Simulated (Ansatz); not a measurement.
# H₄OSSi (SMILES O[SiH2]S): functionals against CCSD(T) at one geometry

The atoms stand at a structure displaced at random from a GFN2-xTB minimum. How far do the functionals agree with CCSD(T) there?

The runs use Ansatz 0.2.0, Gaussian basis; single points in def2-TZVPP.

Cores are frozen in the correlated methods.

### 1 Where the work starts

7 atoms, charge 0, spin multiplicity 1.

Atoms are counted from 1 here; the program's logs count them from 0.

Bond lengths: O1–Si2 1.648 Å, O1–H4 0.945 Å, Si2–S3 2.130 Å, Si2–H5 1.465 Å, Si2–H6 1.431 Å, S3–H7 1.331 Å. Angles: Si2–O1–H4 122.7°, O1–Si2–S3 102.6°, O1–Si2–H5 109.6°, O1–Si2–H6 110.9°, S3–Si2–H5 109.0°, S3–Si2–H6 110.2°, H5–Si2–H6 113.9°, Si2–S3–H7 96.1°.

Coordinates:

```tsv
atom	x (Å)	y (Å)	z (Å)
O1	-0.9503	-0.7038	-0.4075
Si2	0.0021	0.5767	0.0042
S3	1.7763	-0.3701	0.7064
H4	-1.8211	-0.6007	-0.7605
H5	0.3198	1.3579	-1.1936
H6	-0.5984	1.3415	1.0541
H7	1.3405	-1.6182	0.5534
```

### 2 CCSD(T)/def2-TZVPP

The input, run/in.yaml:

```yaml
crystal:
  periodic: [false, false, false]
  atoms:
    - {symbol: O, position_ang: [-0.950300, -0.703800, -0.407500]}
    - {symbol: Si, position_ang: [0.002100, 0.576700, 0.004200]}
    - {symbol: S, position_ang: [1.776300, -0.370100, 0.706400]}
    - {symbol: H, position_ang: [-1.821100, -0.600700, -0.760500]}
    - {symbol: H, position_ang: [0.319800, 1.357900, -1.193600]}
    - {symbol: H, position_ang: [-0.598400, 1.341500, 1.054100]}
    - {symbol: H, position_ang: [1.340500, -1.618200, 0.553400]}
basis:
  gaussian: {orbitals: def2-TZVPP}
correlation: {method: ccsd_t}
output: {forces: true}
```

The command line of these runs was not kept.

### 3 PBE0-D4/def2-TZVPP

Changes to run/in.yaml since step 2:

```diff
@@ -12,3 +12,3 @@
   gaussian: {orbitals: def2-TZVPP}
-correlation: {method: ccsd_t}
-output: {forces: true}
+hamiltonian: {xc: pbe0, dispersion: d4}
+output: {forces: true, orbitals: {seedname: orbitals}}
```

### 4 wB97M-V/def2-TZVPP

Changes to run/in.yaml since step 3:

```diff
@@ -12,3 +12,3 @@
   gaussian: {orbitals: def2-TZVPP}
-hamiltonian: {xc: pbe0, dispersion: d4}
-output: {forces: true, orbitals: {seedname: orbitals}}
+hamiltonian: {xc: {name: wB97M-V}}
+output: {forces: true}
```

### 5 r2SCAN-D4/def2-TZVPP

Changes to run/in.yaml since step 4:

```diff
@@ -12,3 +12,3 @@
   gaussian: {orbitals: def2-TZVPP}
-hamiltonian: {xc: {name: wB97M-V}}
+hamiltonian: {xc: r2scan, dispersion: d4}
 output: {forces: true}
```

### 6 PBE-D4/def2-TZVPP

Changes to run/in.yaml since step 5:

```diff
@@ -12,3 +12,3 @@
   gaussian: {orbitals: def2-TZVPP}
-hamiltonian: {xc: r2scan, dispersion: d4}
+hamiltonian: {xc: pbe, dispersion: d4}
 output: {forces: true}
```

### 7 B97M-V/def2-TZVPP

Changes to run/in.yaml since step 6:

```diff
@@ -12,3 +12,3 @@
   gaussian: {orbitals: def2-TZVPP}
-hamiltonian: {xc: pbe, dispersion: d4}
+hamiltonian: {xc: {name: B97M-V}}
 output: {forces: true}
```

### 8 revPBE-D4/def2-TZVPP

Changes to run/in.yaml since step 7:

```diff
@@ -12,3 +12,3 @@
   gaussian: {orbitals: def2-TZVPP}
-hamiltonian: {xc: {name: B97M-V}}
+hamiltonian: {xc: {name: revPBE}, dispersion: d4}
 output: {forces: true}
```

(Steps that only read results are left out.)

**Question.** What will these runs give? Wanted: energy less free atoms, CCSD(T)/def2-TZVPP; RMS force component; RMS force error; HOMO and LUMO, PBE0-D4; T1 diagnostic.

The runs gave:

```
                                  quantity                                                                                            value
energy less free atoms, CCSD(T)/def2-TZVPP                                                                                       -22.882 eV
                       RMS force component                                                             0.438 to 0.585 eV/Å over the methods
                           RMS force error  PBE0-D4 0.087, wB97M-V 0.042, r2SCAN-D4 0.076, PBE-D4 0.205, B97M-V 0.117, revPBE-D4 0.219 eV/Å
                    HOMO and LUMO, PBE0-D4                                                                               -7.32 and -0.28 eV
                             T1 diagnostic                                                                                            0.011
```

**Reading.** Against CCSD(T) the functionals' energies less atoms differ by -0.775 to -0.091 eV, PBE-D4 by -0.607 eV. The reference is not at the basis limit: in triple zeta CCSD(T) underbinds, which counts against methods that bind more; the gaps are no ranking. On forces the order runs from wB97M-V to revPBE-D4. Frozen-core CCSD(T) forces in triple zeta carry basis errors of their own, and this is one geometry, so small gaps rank nothing.
